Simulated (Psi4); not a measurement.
Psi4 input (wB97X-D/6-31G*):

```
memory 1500 MB

molecule {
0 2
C    -0.00084066    0.06417934   -1.20111192
Si    0.00020234    0.04776781    0.68085373
H     0.00228281   -0.95744935   -1.59188620
H    -0.88652208    0.57124442   -1.58638550
H     0.88111184    0.57700419   -1.58731491
H    -1.21072394   -0.62626610    1.22079099
H     1.21606260   -0.61835849    1.21951500
symmetry c1
no_reorient
no_com
}

set {
  basis 6-31G*
  reference uks
  scf_type pk
  dft_radial_points 99
  dft_spherical_points 590
  e_convergence 1e-8
  d_convergence 1e-7
  maxiter 150
}

e = energy('wb97x-d')
print_out(f'\nFINAL {e:.10f} DIPOLE {variable("CURRENT DIPOLE")[0]:.6f} {variable("CURRENT DIPOLE")[1]:.6f} {variable("CURRENT DIPOLE")[2]:.6f}\n')
```

Output:

```
   => Loading Basis Set <=

    Name: 6-31G*
    Role: ORBITAL
    Keyword: BASIS
    atoms 1   entry C          line   111 file 6-31gs.gbs
    atoms 2   entry SI         line   268 file 6-31gs.gbs
    atoms 3-7 entry H          line    44 file 6-31gs.gbs

   => WB97X-D: Empirical Dispersion <=

    Chai and Head-Gordon Dispersion Correction
    Chai, J.-D.; Head-Gordon, M. (2010), J. Chem. Phys., 132: 6615-6620

        s6 =       1.000000

         ---------------------------------------------------------
                                   SCF
               by Justin Turney, Rob Parrish, Andy Simmonett
                          and Daniel G. A. Smith
                              UKS Reference
         ---------------------------------------------------------

  ==> Geometry <==

    Molecular point group: c1
    Full point group: C1

    Geometry (in Angstrom), charge = 0, multiplicity = 2:

       Center              X                  Y                   Z               Mass
    ------------   -----------------  -----------------  -----------------  -----------------
         C           -0.000840660000     0.064179340000    -1.201111920000    12.000000000000
         SI           0.000202340000     0.047767810000     0.680853730000    27.976926534650
         H            0.002282810000    -0.957449350000    -1.591886200000     1.007825032230
         H           -0.886522080000     0.571244420000    -1.586385500000     1.007825032230
         H            0.881111840000     0.577004190000    -1.587314910000     1.007825032230
         H           -1.210723940000    -0.626266100000     1.220790990000     1.007825032230
         H            1.216062600000    -0.618358490000     1.219515000000     1.007825032230

  Running in c1 symmetry.

  Rotational constants: A =      2.43048  B =      0.38848  C =      0.37015 [cm^-1]
  Rotational constants: A =  72863.85416  B =  11646.38477  C =  11096.94918 [MHz]
  Nuclear repulsion =   55.598835006993220

  Charge       = 0
  Multiplicity = 2
  Electrons    = 25
  Nalpha       = 13
  Nbeta        = 12

  ==> Algorithm <==

  SCF Algorithm Type is PK.
  DIIS enabled.
  MOM disabled.
  Fractional occupation disabled.
  Guess Type is SAD.
  Energy threshold   = 1.00e-08
  Density threshold  = 1.00e-07
  Integral threshold = 1.00e-12

  ==> Primary Basis <==

  Basis Set: 6-31G*
    Blend: 6-31G*
    Number of shells: 24
    Number of basis functions: 44
    Number of Cartesian functions: 44
    Spherical Harmonics?: false
    Max angular momentum: 2

  ==> DFT Potential <==

   => LibXC <=

    Version 7.1.2
    S. Lehtola, C. Steigemann, M. J. T. Oliveira, and M. A. L. Marques,  SoftwareX 7, 1–5 (2018) (10.1016/j.softx.2017.11.002)

   => Composite Functional: WB97X-D <=

    wB97X-D Hyb-GGA Exchange-Correlation Functional

    J.-D. Chai and M. Head-Gordon,  Phys. Chem. Chem. Phys. 10, 6615–6620 (2008) (10.1039/B810189B)

    Deriv               =              1
    GGA                 =           TRUE
    Meta                =          FALSE

    Exchange Hybrid     =           TRUE
    MP2 Hybrid          =          FALSE

   => Exchange-Correlation Functionals <=

    1.0000   wB97X-D range-separated functional

   => Exact (HF) Exchange <=

    0.7780            HF,LR [omega = 0.2000]
    0.2220               HF

   => LibXC Density Thresholds  <==

    XC_HYB_GGA_XC_WB97X_D:  1.00E-14

   => Molecular Quadrature <=

    Radial Scheme          =       TREUTLER
    Pruning Scheme         =           NONE
    Nuclear Scheme         =       TREUTLER

    Blocking Scheme        =         OCTREE
    BS radius alpha        =              1
    Pruning alpha          =              1
    Radial Points          =             99
    Spherical Points       =            590
    Total Points           =         390012
    Total Blocks           =           2863
    Max Points             =            256
    Max Functions          =             44
    Weights Tolerance      =       1.00E-15

  ==> Integral Setup <==

  Using in-core PK algorithm.
   Calculation information:
      Number of atoms:                   7
      Number of AO shells:              24
      Number of primitives:             62
      Number of atomic orbitals:        44
      Number of basis functions:        44

      Integral cutoff                 1.00e-12
      Number of threads:                 1

  Performing in-core PK
  Using 1471635 doubles for integral storage.
  We computed 44774 shell quartets total.
  Whereas there are 45150 unique shell quartets.

  Computing range-separated integrals for PK
  We computed 44774 wK shell quartets total.
  Whereas there are 45150 wK unique shell quartets.

  ==> DiskJK: Disk-Based J/K Matrices <==

    J tasked:                  Yes
    K tasked:                  Yes
    wK tasked:                 Yes
    Omega:               2.000E-01
    Schwarz Cutoff:          1E-12


  Cached 100.0% of DFT collocation blocks in 0.458 [GiB].

  Minimum eigenvalue in the overlap matrix is 9.4599102315E-03.
  Reciprocal condition number of the overlap matrix is 1.5610537584E-03.
    Using symmetric orthogonalization.

  ==> Pre-Iterations <==

  SCF Guess: Superposition of Atomic Densities via on-the-fly atomic UHF (no occupation information).

   -------------------------
    Irrep   Nso     Nmo
   -------------------------
     A         44      44
   -------------------------
    Total      44      44
   -------------------------

  ==> Iterations <==

                        Total Energy        Delta E     RMS |[F,P]|

   @UKS iter SAD:  -329.88838369589507   -3.29888e+02   0.00000e+00
   @UKS iter   1:  -330.42331358170310   -5.34930e-01   9.60683e-03 DIIS/ADIIS
   @UKS iter   2:  -330.46129840467574   -3.79848e-02   7.50935e-03 DIIS/ADIIS
   @UKS iter   3:  -330.51762546930581   -5.63271e-02   4.34801e-04 DIIS/ADIIS
   @UKS iter   4:  -330.51798142191063   -3.55953e-04   1.16447e-04 DIIS/ADIIS
   @UKS iter   5:  -330.51801535973260   -3.39378e-05   2.63672e-05 DIIS
   @UKS iter   6:  -330.51801773543644   -2.37570e-06   6.00960e-06 DIIS
   @UKS iter   7:  -330.51801792937403   -1.93938e-07   1.54800e-06 DIIS
   @UKS iter   8:  -330.51801794433766   -1.49636e-08   4.90639e-07 DIIS
   @UKS iter   9:  -330.51801794598998   -1.65232e-09   1.59288e-07 DIIS
   @UKS iter  10:  -330.51801794616193   -1.71951e-10   4.32767e-08 DIIS
  Energy and wave function converged.

  ==> Post-Iterations <==

   Electrons on quadrature grid:
      Nalpha   =   13.0000000269 ; deviation = 2.687e-08
      Nbeta    =   11.9999999443 ; deviation = -5.571e-08
      Ntotal   =   24.9999999712 ; deviation = -2.884e-08

   @Spin Contamination Metric:   1.531719343E-03
   @S^2 Expected:                7.500000000E-01
   @S^2 Observed:                7.515317193E-01
   @S   Expected:                5.000000000E-01
   @S   Observed:                5.000000000E-01

    Orbital Energies [Eh]
    ---------------------

    Alpha Occupied:

       1A    -66.274323     2A    -10.288570     3A     -5.391986
       4A     -3.740004     5A     -3.734948     6A     -3.734478
       7A     -0.801650     8A     -0.603540     9A     -0.499176
      10A     -0.496744    11A     -0.419948    12A     -0.410412
      13A     -0.277650

    Alpha Virtual:

      14A      0.113606    15A      0.149905    16A      0.184030
      17A      0.216695    18A      0.226345    19A      0.227912
      20A      0.300337    21A      0.332948    22A      0.343819
      23A      0.406951    24A      0.582228    25A      0.589540
      26A      0.655850    27A      0.744653    28A      0.755728
      29A      0.827546    30A      0.828644    31A      0.895596
      32A      0.983011    33A      0.983517    34A      1.066093
      35A      1.170797    36A      1.250695    37A      1.266731
      38A      1.807790    39A      1.808853    40A      2.255422
      41A      2.340037    42A      2.346169    43A      3.032048
      44A      4.263338

    Beta Occupied:

       1A    -66.271150     2A    -10.288177     3A     -5.388625
       4A     -3.732817     5A     -3.732391     6A     -3.730603
       7A     -0.797787     8A     -0.580073     9A     -0.497412
      10A     -0.489928    11A     -0.413290    12A     -0.404183

    Beta Virtual:

      13A     -0.029079    14A      0.122206    15A      0.163515
      16A      0.193680    17A      0.221606    18A      0.227052
      19A      0.233256    20A      0.304893    21A      0.340945
      22A      0.372683    23A      0.415842    24A      0.600036
      25A      0.607856    26A      0.661967    27A      0.773234
      28A      0.782212    29A      0.841954    30A      0.845697
      31A      0.906231    32A      0.984512    33A      0.987915
      34A      1.069030    35A      1.177997    36A      1.258792
      37A      1.267809    38A      1.811135    39A      1.811462
      40A      2.258269    41A      2.342363    42A      2.346930
      43A      3.050156    44A      4.265053

    Final Occupation by Irrep:
              A
    DOCC [    12 ]
    SOCC [     1 ]
    NA   [    13 ]
    NB   [    12 ]

  @UKS Final Energy:  -330.51801794616193

   => Energetics <=

    Nuclear Repulsion Energy =             55.5988350069932196
    One-Electron Energy =                -565.5843127015361915
    Two-Electron Energy =                 199.4535873047917107
    DFT Exchange-Correlation Energy =     -19.9848143146742814
    Empirical Dispersion Energy =          -0.0013132417363722
    VV10 Nonlocal Energy =                  0.0000000000000000
    Total Energy =                       -330.5180179461619332

  UHF NO Occupations:
  HONO-2 :   11  A 1.9998953
  HONO-1 :   12  A 1.9994724
  HONO-0 :   13  A 1.0000000
  LUNO+0 :   14  A 0.0005276
  LUNO+1 :   15  A 0.0001047
  LUNO+2 :   16  A 0.0000916
  LUNO+3 :   17  A 0.0000378

Computation Completed

Properties will be evaluated at   0.000000,   0.000000,   0.000000 [a0]

Properties computed using the SCF density matrix

 Multipole Moments:

 ------------------------------------------------------------------------------------
     Multipole            Electronic (a.u.)      Nuclear  (a.u.)        Total (a.u.)
 ------------------------------------------------------------------------------------

 L = 1.  Multiply by 2.5417464519 to convert [e a0] to [Debye]
 Dipole X            :         -0.0001771            0.0000001           -0.0001771
 Dipole Y            :         -0.0010750            0.0000001           -0.0010749
 Dipole Z            :         -0.3434828            0.0000002           -0.3434827
 Magnitude           :                                                    0.3434844

 ------------------------------------------------------------------------------------

FINAL -330.5180179462 DIPOLE -0.000177 -0.001075 -0.343483

*** Psi4 exiting successfully. Buy a developer a beer!
```
